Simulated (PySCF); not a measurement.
Ligands exchanged one at a time, C H-Cl. Gas-phase values, no solvent. Strings in code marks are SMILES.

Computed with PBE-D3(BJ)/def2-TZVP // B3LYP-D3(BJ)/def2-TZVP run with PySCF. All candidates: neutral, multiplicity 1. Excitations are Tamm–Dancoff values on a coarser integration grid. The basis has no diffuse functions, so Rydberg states are missing or too high.

The S1 excitation (TDA) is 6.99 eV and the T1 excitation (TDA) is 6.20 eV. The dipole moment is 1.89 D.

Problem. Which member has these values?
A. `ClC(Cl)Cl`
B. `CCl`
C. `ClCCl`

Solution. B, `CCl`. The others give `ClCCl`: 6.24 eV, 5.74 eV, 1.61 D; `ClC(Cl)Cl`: 5.59 eV, 5.17 eV, 1.04 D
